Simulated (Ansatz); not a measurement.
System: dimethyl(silyl)silane, C₂H₁₀Si₂ (charge 0, singlet). SMILES: C[SiH](C)[SiH3]
Geometry from a B3LYP-D3(BJ)/def2-TZVP (Ansatz, a first-principles code) optimisation:
```xyz
14

C     -1.3398     1.3758    -0.7059
Si    -0.5656    -0.0053     0.3121
C     -1.1060    -1.6886    -0.3340
Si     1.7746     0.1666     0.2569
H     -2.4300     1.3125    -0.6780
H     -1.0258     1.3122    -1.7499
H     -1.0498     2.3574    -0.3272
H     -1.0044     0.1331     1.7279
H     -0.7861    -1.8289    -1.3687
H     -0.6795    -2.4973     0.2620
H     -2.1937    -1.7842    -0.3022
H      2.2326     1.4797     0.7792
H      2.2712     0.0351    -1.1384
H      2.4142    -0.9010     1.0681
```

B3LYP/6-31G* beside other levels, property by property. Conventions: valence correlation only; non-relativistic; 6-311+G** with 5d, 6d on Na to Ar in Ansatz; six Cartesian d functions in 6-31G* and its kin unless marked 5d; open shells spin-unrestricted; each state is the SCF solution reached for its charge and spin; dispersion terms only where a functional's name holds one; atomisation electronic, to ground-state atoms; spin-orbit terms left out. CBS marks a two-point X^-3 extrapolation of the correlation energy; Hartree-Fock from the larger set. The bracket is a focal-point correction in the basis named. First-principles rows: single points at B3LYP-D3(BJ) geometries (Ansatz), with unscaled harmonic terms from B3LYP/6-31G* (Ansatz) at its own minima, enthalpies of formation by atomisation with measured atoms. Anions need diffuse functions, which STO-3G, LANL2DZ, def2-SVP, cc-pVDZ and Pople sets without + lack. Levels can end on unlike triplets.

Coupled cluster (Ansatz) is a level with limits of its own, used here on species with T1 under 0.025 (0.045 for open shells) and stable references: (a) RI-MP2/CBS(aug-cc-pV(T+d)Z,aug-cc-pV(Q+d)Z)+[CCSD(T)-MP2]/aug-cc-pV(T+d)Z; (b) CCSD(T)/CBS(aug-cc-pV(T+d)Z,aug-cc-pV(Q+d)Z); (c) CCSD(T)/CBS(cc-pV(T+d)Z,cc-pV(Q+d)Z).

```csv
property,B3LYP/6-31G* (Ansatz),B3LYP/6-311+G** (Ansatz),PBE0/def2-TZVPD (Ansatz),wB97X-V/def2-TZVPD (Ansatz),to compare with
vertical ionisation energy to the doublet (eV),9.62,9.74,9.64,9.81,9.96 coupled cluster (a)
"C-H bond dissociation enthalpy at 298 K, to [CH2][SiH](C)[SiH3] + H atom (kcal/mol)",98.7,97.8,96.5,99.7,100.4 coupled cluster (c)
atomisation energy (kcal/mol),1126.9,1123.6,1132.5,1147.8,1143.6 coupled cluster (b)
enthalpy of formation at 298 K (kcal/mol),4.0,7.3,-1.6,-16.9,-12.6 coupled cluster (b)
"vertical triplet-singlet gap, E(triplet) - E(singlet) (eV)",6.53,6.26,5.94,6.36,6.31 coupled cluster (a)
"C-Si bond dissociation enthalpy at 298 K, to C[SiH][SiH3] + [CH3] (CH3) (kcal/mol)",80.7,78.8,82.2,88.2,86.9 coupled cluster (b)
"deprotonation enthalpy (H-Si bond) at 298 K, to C[SiH](C)[SiH2-] + H+ (kcal/mol)",369.6,363.7,363.0,366.9,363.7 coupled cluster (b)
"H-Si bond dissociation enthalpy at 298 K, to C[SiH](C)[SiH2] + H atom (kcal/mol)",86.8,86.6,83.8,89.0,88.7 coupled cluster (c)
```

As the rows show:
- vertical ionisation energy to the doublet: B3LYP/6-31G* lies 0.34 eV below coupled cluster.
- C-H bond dissociation enthalpy at 298 K, to [CH2][SiH](C)[SiH3] + H atom: B3LYP/6-31G* lies 1.7 kcal/mol below coupled cluster.
- atomisation energy: B3LYP/6-31G* lies 16.7 kcal/mol below coupled cluster.
- enthalpy of formation at 298 K: B3LYP/6-31G* lies 16.6 kcal/mol above coupled cluster.
- vertical triplet-singlet gap, E(triplet) - E(singlet): B3LYP/6-31G* lies 0.22 eV above coupled cluster.
- C-Si bond dissociation enthalpy at 298 K, to C[SiH][SiH3] + [CH3] (CH3): B3LYP/6-31G* lies 6.2 kcal/mol below coupled cluster.
- deprotonation enthalpy (H-Si bond) at 298 K, to C[SiH](C)[SiH2-] + H+: B3LYP/6-31G* lies 5.9 kcal/mol above coupled cluster.
- H-Si bond dissociation enthalpy at 298 K, to C[SiH](C)[SiH2] + H atom: B3LYP/6-31G* lies 1.9 kcal/mol below coupled cluster.

The properties are those with a value to compare with, at most eight drawn at random. No case is left out for the size of its miss. Left out are saddle points of the reference geometry, anions that the best level run finds unbound, excited spin states, species near biochemistry, 298 K rows of species without real B3LYP wavenumbers, cases with under five habitual levels, runs that failed or that the program found above a lower state of the same kind, table entries that another table contradicts, and a share of species set aside by lot.
